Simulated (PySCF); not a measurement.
# B2H4F− (SMILES B[BH2-]F): NEVPT2(8,8)/6-31G(d,p) (density fitting with def2-universal-jkfit, spherical functions)

What is the energy change on altering one bond length of B2H4F− at NEVPT2(8,8)/6-31G** (density fitting with def2-universal-jkfit, spherical functions)? The job is set up through a Python script.

The results are computed with PySCF 2.14.0.

7 further runs of the same task are left out: 2 that didn't finish, 5 set aside as unsound or not needed.

### 1 Starting point

The species is B2H4F− (7 atoms), meant as a singlet with charge -1. As SMILES, `B[BH2-]F`. The shape is that of a GFN2-xTB optimisation.

Bond lengths: B1–B2 1.681 Å, B2–F3 1.482 Å, B1–H4 1.197 Å, B1–H5 1.194 Å, B2–H6 1.236 Å, B2–H7 1.237 Å. Angles: B1–B2–F3 115.0°, B1–B2–H6 111.7°, B1–B2–H7 111.7°, F3–B2–H6 105.7°, F3–B2–H7 105.6°, B2–B1–H4 120.9°, B2–B1–H5 127.4°, H6–B2–H7 106.6°, H4–B1–H5 111.7°.

### 2 The energy at NEVPT2(8,8)/6-31G(d,p) (density fitting with def2-universal-jkfit, spherical functions)

The input, run.py:

```python
import numpy
from pyscf import gto, scf, mp, mcscf, mrpt

mol = gto.M(
    atom='''
B
B 1 1.680731
F 2 1.481517 1 114.96789
H 1 1.196988 2 120.91753 3 -179.89171
H 1 1.19421 4 111.71081 2 -179.99213
H 2 1.23602 3 105.67463 1 123.67466
H 2 1.236684 6 106.64121 3 -112.04869
''',
    verbose=4,
    charge=-1,
    basis='6-31g**',
    symmetry=True,
    max_memory=1860,
)

myscf = scf.RHF(mol)
myscf = myscf.density_fit(auxbasis='def2-universal-jkfit')
myscf.kernel()

pt = mp.MP2(scf.addons.convert_to_uhf(myscf)).run()
noons, natorbs = mcscf.addons.make_natural_orbitals(pt)
print('natural occupations', numpy.round(noons[:40], 4))
cas = mcscf.CASSCF(myscf, 8, 8)
cas.fix_spin_(ss=0.0)
cas.natorb = True
cas.kernel(natorbs)
e_pt2 = mrpt.NEVPT(cas).kernel()
e_final = cas.e_tot + e_pt2
print(f'total energy: {e_final:.8f} hartree')
dip = myscf.dip_moment()
pop, q = myscf.mulliken_pop()
```

Launch:

```
OMP_NUM_THREADS=1 python run.py
```

The program printed:

```text
PySCF version 2.14.0

[... 104 lines left out ...]
sorting_mo_energy = False
[... 45 lines left out ...]
Natural orbital (expansion on meta-Lowdin AOs) in CAS space
[... 36 lines left out ...]
Natural orbital (expansion on meta-Lowdin AOs) in CAS space
[... 38 lines left out ...]
total energy: -151.47735093 hartree
[... 4 lines left out ...]
Dipole moment(X, Y, Z, Debye): -7.79819,  0.00390, -1.34721
[... 70 lines left out ...]
charge of    6H =     -0.30644
```

It took 25 s on 1 thread of Arm Neoverse V1, shared host; peak memory 0.17 GiB.

### 3 The distorted shape at the same level

The input, job.py:

```python
import numpy
from pyscf import gto, scf, mp, mcscf, mrpt

mol = gto.Mole()
mol.atom = '''
B
B 1 1.680731
F 2 1.481517 1 114.96789
H 1 1.196988 2 120.91753 3 -179.89171
H 1 1.074789 4 111.71081 2 -179.99213
H 2 1.23602 3 105.67463 1 123.67466
H 2 1.236684 6 106.64121 3 -112.04869
'''
mol.symmetry = True
mol.max_memory = 1860
mol.basis = '6-31g**'
mol.charge = -1
mol.verbose = 4
mol.build()

mf = scf.RHF(mol)
mf = mf.density_fit(auxbasis='def2-universal-jkfit')
mf.kernel()

pt = mp.MP2(scf.addons.convert_to_uhf(mf)).run()
noons, natorbs = mcscf.addons.make_natural_orbitals(pt)
print('natural occupations', numpy.round(noons[:40], 4))
cas = mcscf.CASSCF(mf, 8, 8)
cas.fix_spin_(ss=0.0)
cas.natorb = True
cas.kernel(natorbs)
e_pt2 = mrpt.NEVPT(cas).kernel()
e_final = cas.e_tot + e_pt2
print(f'total energy: {e_final:.8f} hartree')
mf.analyze()
```

Launch:

```
OMP_NUM_THREADS=1 python job.py
```

The program printed:

```text
PySCF version 2.14.0

[... 154 lines left out ...]
Natural orbital (expansion on meta-Lowdin AOs) in CAS space
[... 80 lines left out ...]
Two-electron Energy =                  116.743000947851328
[... 9 lines left out ...]
MO #6   energy= -0.443790725456696 occ= 2
[... 7 lines left out ...]
MO #14  energy= 0.48879665958354   occ= 0
[... 7 lines left out ...]
MO #22  energy= 0.868466831609858  occ= 0
[... 7 lines left out ...]
MO #30  energy= 1.41716322656031   occ= 0
[... 7 lines left out ...]
MO #38  energy= 1.99329034620229   occ= 0
[... 7 lines left out ...]
MO #46  energy= 2.49708897886459   occ= 0
[... 7 lines left out ...]
MO #54  energy= 3.08186157399212   occ= 0
[... 7 lines left out ...]
MO #62  energy= 4.02765572618155   occ= 0
[... 73 lines left out ...]
WARN: System has nonzero charge -1; the dipole moment is origin-dependent.
Location of origin: [0. 0. 0.]

Dipole moment(X, Y, Z, Debye): -7.99712,  0.00430, -1.12462
```

Run time: 27 s. Hardware: 1 thread of Arm Neoverse V1, shared host; peak memory 0.17 GiB.

### 4 Results

Level: NEVPT2(8,8)/6-31G** (density fitting with def2-universal-jkfit, spherical functions).

| quantity | value |
| --- | --- |
| first shape: total energy | -151.47735 Eh |
| first shape: HOMO energy (Hartree–Fock orbitals) | -4.18 eV |
| first shape: LUMO energy (Hartree–Fock orbitals) | 8.28 eV |
| first shape: HOMO–LUMO gap (to an unbound level, set by the basis) | 12.47 eV |
| distorted shape: total energy | -151.46790 Eh |
| distorted shape: HOMO energy (Hartree–Fock orbitals) | -4.09 eV |
| distorted shape: LUMO energy (Hartree–Fock orbitals) | 8.35 eV |
| distorted shape: HOMO–LUMO gap (to an unbound level, set by the basis) | 12.44 eV |
| energy change with the B1–H5 bond shortened from 1.194 to 1.075 Å | 0.257 eV |

In words: With the B1–H5 bond shortened from 1.194 to 1.075 Å the energy rises by 0.26 eV (24.8 kJ/mol). The first shape isn't relaxed at this level, so the change isn't measured from a minimum. Mulliken charges (distorted shape) of the mean-field density run from -0.60 on F3 to +0.53 on B2.
